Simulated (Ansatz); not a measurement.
Appearance energy of a fragment ion: C2F3N → [CF3]+ + CN + e⁻

Species: C2F3N (trifluoromethylisocyanide) `[C-]#[N+]C(F)(F)F`, singlet; [CF3]+ `F[C+](F)F`, singlet; CN, doublet. 

Shapes, held fixed at every level: PBE0-D4/def2-TZVP. Programs: Ansatz 0.2.0. Electronic energies: no zero-point or thermal term.

```csv
level,kind,ΔE (eV),CPU time (sum over the molecules)
HF/def2-TZVPP,Hartree–Fock,+12.23,–
SPW92/def2-TZVPP,LDA,+13.76,5.1 s
r2SCAN-D4/def2-TZVPP,meta-GGA,+13.20,20 s
B3LYP-D4/def2-TZVPP,global hybrid,+13.46,13 s
BHLYP-D4/def2-TZVPP,global hybrid,+13.66,12 s
PBE0-D4/def2-TZVPP,global hybrid,+13.44,9.8 s
B2PLYP/def2-TZVPP,double hybrid,+13.22,19 s
```

B2PLYP/def2-TZVPP gives ΔE = +13.22 eV; the levels span +12.23 to +13.76. The median of the levels is +13.44. No measured value is set beside it here. Spin contamination: CN (⟨S²⟩ up to 1.11). Open shells run unrestricted unless RO is named. The onset seen in experiment also holds zero-point changes and kinetic shifts. Times are processor times on shared x86 and Arm servers, and rough.
